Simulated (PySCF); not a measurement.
Bond curve of CN⁺

Set-up: basis C def2-SVP, N def2-SVP; no relativity; PySCF 2.14. Energies in eV from C⁺ + N in their ground configurations at the same level. State: ³Π (triplet), unpaired electrons σ ↑, π ↑.

All columns are PBE0. A positive dipole points towards N; it is taken about the centre of mass and depends on that origin.

| R (Å) | E (eV) | μ (D) | Mulliken charge on C (basis-dependent) | HOMO (eV) | LUMO (eV) | Mayer bond order | ⟨S²⟩ |
| --- | --- | --- | --- | --- | --- | --- | --- |
| 1.059 | -3.556 | -2.25 | 0.61 | -21.77 | -18.44 | 2.49 | 2.01 |
| 1.108 | -4.570 | -2.21 | 0.62 | -21.88 | -18.01 | 2.49 | 2.01 |
| 1.157 | -5.134 | -2.17 | 0.63 | -21.54 | -17.61 | 2.48 | 2.01 |
| 1.194 | -5.335 | -2.13 | 0.65 | -21.22 | -17.33 | 2.47 | 2.01 |
| 1.231 | -5.389 | -2.09 | 0.66 | -20.92 | -17.07 | 2.46 | 2.01 |
| 1.268 | -5.328 | -2.04 | 0.67 | -20.64 | -16.83 | 2.45 | 2.01 |
| 1.317 | -5.116 | -1.98 | 0.68 | -20.28 | -16.52 | 2.42 | 2.01 |
| 1.379 | -4.709 | -1.88 | 0.70 | -19.86 | -16.16 | 2.37 | 2.01 |
| 1.453 | -4.113 | -1.73 | 0.71 | -19.31 | -16.01 | 2.26 | 2.01 |
| 1.551 | -3.350 | -1.42 | 0.71 | -18.65 | -15.73 | 1.81 | 2.28 |

A fit through these points gives, at Re = 1.228 Å, μ = -2.09 D and dμ/dR = 1.14 D/Å; the reduced mass is 6.462 u.

Problem. How strong is the fundamental in the double-harmonic approximation, I = 42.26·(dμ/dR)²/μred km/mol?

Solution. I = 42.26·(1.14)²/6.462 = 8.50 km/mol at PBE0.

⟨S²⟩ of the unrestricted solution departs from its pure value on part of the curve, where spin states mix. For an ion De counts to the pair picked by the measured ionisation energies or electron affinities, which need not be the lowest pair at this level. The state is the lowest determinant that a PBE0 search found; another state may lie lower at other levels.
